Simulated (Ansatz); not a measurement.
Predict the output of the script below (Ansatz's Python interface).

The script, `run_scan.py`:
```python
"""Stretching a bond of C3H6Cl, the rest held rigid."""

import ansatz
import numpy as np

BASIS = "6-31G*"
XC = "PBE0"

GEOMETRY = """
C    -1.25440   -0.20900   -0.22500
C     0.03110   -0.58000    0.50730
C     1.26530    0.09360   -0.08970
Cl    1.27130    1.84540    0.24750
H    -1.17320   -0.47360   -1.30030
H    -2.10130   -0.77520    0.21510
H    -1.46180    0.87720   -0.12490
H    -0.05610   -0.34900    1.59090
H     2.17270   -0.35450    0.36560
H     1.30640   -0.07490   -1.18650
"""


def main() -> None:
    mol = ansatz.Crystal.molecule()
    for line in GEOMETRY.strip().splitlines():
        symbol, *xyz = line.split()
        mol = mol.atom(symbol, [float(v) for v in xyz])

    symbols = [site.symbol for site in mol.cartesian_sites]
    start = np.array([site.position_ang for site in mol.cartesian_sites])
    axis = (start[5] - start[0]) / np.linalg.norm(start[5] - start[0])
    moving = [5]
    lengths, energies = [0.977, 1.021, 1.065, 1.11, 1.154, 1.199, 1.243, 1.309], []
    for length in lengths:
        xyz = start.copy()
        xyz[moving] += (length - np.linalg.norm(start[5] - start[0])) * axis
        point = ansatz.Crystal.molecule()
        for symbol, place in zip(symbols, xyz):
            point = point.atom(symbol, place.tolist())
        model = (
            point.calculation()
            .basis(gaussian=BASIS)
            .functional(XC)
            .spin("collinear", total=1)
        )
        report = model.run().report
        energies.append(report["free_energy_ev"])
        print(f"r = {length:6.3f} A  E = {energies[-1]:.5f} eV  <S^2> = {abs(report['mean_field']['state']['spin_squared']):.3f}")

    # quartic fit about the minimum
    fit = np.polynomial.Polynomial.fit(lengths, np.array(energies) - min(energies), 4).convert()
    roots = [r.real for r in fit.deriv().roots() if abs(r.imag) < 1e-9 and fit.deriv(2)(r.real) > 0]
    r_e = min(roots, key=lambda r: abs(r - lengths[int(np.argmin(energies))]))
    print(f"minimum of the fit at {r_e:.4f} A, force constant {fit.deriv(2)(r_e):.2f} eV/A^2")


if __name__ == "__main__":
    main()
```

```console
$ python run_scan.py
r =  0.977 A  E = -15721.03132 eV  <S^2> = 0.754
r =  1.021 A  E = -15721.22310 eV  <S^2> = 0.754
r =  1.065 A  E = -15721.31470 eV  <S^2> = 0.754
r =  1.110 A  E = -15721.32773 eV  <S^2> = 0.754
r =  1.154 A  E = -15721.27937 eV  <S^2> = 0.754
r =  1.199 A  E = -15721.18196 eV  <S^2> = 0.754
r =  1.243 A  E = -15721.05101 eV  <S^2> = 0.754
r =  1.309 A  E = -15720.80713 eV  <S^2> = 0.754
minimum of the fit at 1.0953 A, force constant 34.01 eV/A^2
```

Caveats:
- Total energies depend on the basis set; only differences at equal settings carry meaning.
- The rest of the molecule is held rigid at a force-field or estimated start geometry, and the basis set is modest; single-reference methods fail as a bond breaks.
- The run takes the species as open-shell (spin multiplicity 2), which needn't be its ground state.
- Run time: 30 s on 1 thread of Arm Neoverse V2 (shared host), peak memory 0.26 GiB.
